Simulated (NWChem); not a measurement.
System: ethylene (C$_{2}$H$_{4}$); SMILES C=C

Here is an NWChem input.

```
start job
memory heap 200 mb stack 900 mb global 1100 mb
geometry units angstroms noautosym nocenter noautoz
  C      0.000000     0.665229     0.000000
  C      0.000000    -0.665229     0.000000
  H      0.931002     1.240614     0.000000
  H     -0.931002     1.240614     0.000000
  H     -0.931002    -1.240614     0.000000
  H      0.931002    -1.240614     0.000000
end
basis spherical
  * library 6-31g*
end
dft
  xc xpbe96 cpbe96
  iterations 150
end
property
  response 1 0.0
end
task dft property
```

Structure relaxed at the PBE0/def2-SVP level.

Static field.

Problem. Predict the main results of this run. (PBE/6-31G* (spherical d).) Quantities: basis functions; isotropic polarisability (bohr³); anisotropy (bohr³).

Solution. 
```
Property                          Value
--------------------------------  -----
number of basis functions            36
isotropic polarisability (bohr³)   20.1
anisotropy (bohr³)                 19.2
```
